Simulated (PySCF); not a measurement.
isobutane (C4H10), SMILES CC(C)C.

Coordinates come from a r2SCAN-D4/def2-SVP optimisation.

All values below come from PySCF 2.14.0 with r2SCAN-D4/def2-SVP.

No scaling factor is applied to the harmonic values.

Modes within 1.5 cm⁻¹ of each other (mostly degenerate sets) share a row, with their intensities summed.

Computed vibrational spectrum:
```
mode   ν (cm⁻¹)  IR (km/mol)  moving atoms (share of kinetic energy)
-----  --------  -----------  --------------------------------------
1           220          0.0                                  H 99 %
2–3         272          0.0                                  H 94 %
4–5         366          0.0                          C 54 %, H 46 %
6           431          0.4                          C 51 %, H 49 %
7           812          0.9                          C 69 %, H 31 %
8–9         914          3.1                          H 84 %, C 16 %
10          941          0.0                          H 82 %, C 18 %
11–12       979          0.5                          H 53 %, C 47 %
13–14      1188          5.2                          H 54 %, C 46 %
15         1195          0.7                          C 53 %, H 47 %
16–17      1340          4.9                          H 73 %, C 27 %
18–19      1378         19.8                          H 71 %, C 29 %
20         1400          3.2                          H 79 %, C 21 %
21         1450          0.0                                  H 96 %
22–23      1457          0.7                                  H 97 %
24–25      1479          6.8                                  H 93 %
26         1485         18.7                                  H 96 %
27         3006         18.9                                  H 92 %
28–29      3016         72.6                                  H 97 %
30         3022         15.2                                  H 97 %
31–32      3107         11.7                           H 91 %, C 9 %
33         3114         75.6                           H 91 %, C 9 %
34         3120          0.0                          H 90 %, C 10 %
35–36      3122         84.2                           H 91 %, C 9 %
```
